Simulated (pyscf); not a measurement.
Four-centre exchange: `[SH2]` + `[Cl][Al]([Cl])[Cl]` -> `[SH][Al]([Cl])[Cl]` + `[ClH]`

Gas phase, singlet surface, charge 0. Bonds broken: S1–H2, Cl4–Al5. Bonds formed: S1–Al5, H2–Cl4. Optimised with ωB97X-D3(BJ)/def2-SVP in PySCF.

Transition state (Å):

```xyz
7

S     -0.2323    -0.3884     1.4062
H     -1.9683    -0.4712     0.6547
H      0.1258    -1.6282     1.0118
Cl    -2.7053    -0.1605    -0.5223
Al    -0.3976     0.3994    -0.7089
Cl    -0.3021     2.4784    -0.8782
Cl     0.4121    -0.8612    -2.1698
```

One imaginary mode, 364i cm⁻¹; descent along it reached the two sides named, in the forms told below.

```tsv
bond	change	reactant side (Å)	saddle	product side
S1–H2	breaks	1.350	1.894	2.555
Cl4–Al5	breaks	2.108	2.382	2.534
S1–Al5	forms	2.460	2.263	2.199
H2–Cl4	forms	3.2	1.423	1.303
```

Electronic energies relative to the separated reactants (kJ/mol):

```csv
level,barrier,reaction energy,reverse barrier
ωB97X-D3(BJ)/def2-TZVP,3.5,+40.0,-36.5
PBE/def2-TZVP,1.3,+38.5,-37.2
r²SCAN/def2-TZVP,3.8,+42.9,-39.1
B3LYP-D3(BJ)/def2-TZVP,13.4,+42.9,-29.6
PBE0-D3(BJ)/def2-TZVP,-0.8,+39.0,-39.8
M06-2X/def2-TZVP,18.1,+43.9,-25.8
ωB97M-D3(BJ)/def2-TZVP,21.1,+44.0,-22.9
HF/def2-TZVP,90.8,+53.3,37.5
```

With ωB97M-D3(BJ)/def2-TZVP energies and thermal terms (ideal gas, 1 atm, RRHO with modes under 100 cm⁻¹ raised to 100, one conformer, R ln 2 for rigid chiral ones), in kJ/mol:

```
T (K)   ΔH‡    ΔG‡     ΔH     ΔG
-----  ----  -----  -----  -----
298    17.4   60.8  +43.8  +42.0
600    19.3  104.1  +45.9  +39.2
900    22.5  145.9  +47.6  +35.5
1200   25.9  186.5  +49.1  +31.3
```

On the reactant side the descent ends in an adduct with a Al–S contact (not fully relaxed), 95.7 kJ/mol under the separated species and 99.2 kJ/mol under the saddle at ωB97X-D3(BJ)/def2-TZVP. On the product side the descent ends in an adduct with a Al–Cl contact, 43.7 kJ/mol under the separated species and 7.2 kJ/mol under the saddle at ωB97X-D3(BJ)/def2-TZVP. At PBE0-D3(BJ) the saddle lies under the separated reactants, which points to a path from their complex (located at ωB97X-D3(BJ) alone). At ωB97X-D3(BJ), PBE, r²SCAN, B3LYP-D3(BJ), PBE0-D3(BJ), M06-2X, ωB97M-D3(BJ) the saddle lies under the separated products, which points to a path from their complex (located at ωB97X-D3(BJ) alone), and parting the products costs more than the saddle. What is counted as formed (Al–S) is already present as a longer contact in the reactant adduct; forming that adduct is a step of its own. What is counted as broken (Al–Cl) persists as a longer contact in the product adduct; parting that adduct is a step of its own. This is the saddle that the search found; another between the same sides may lie lower.
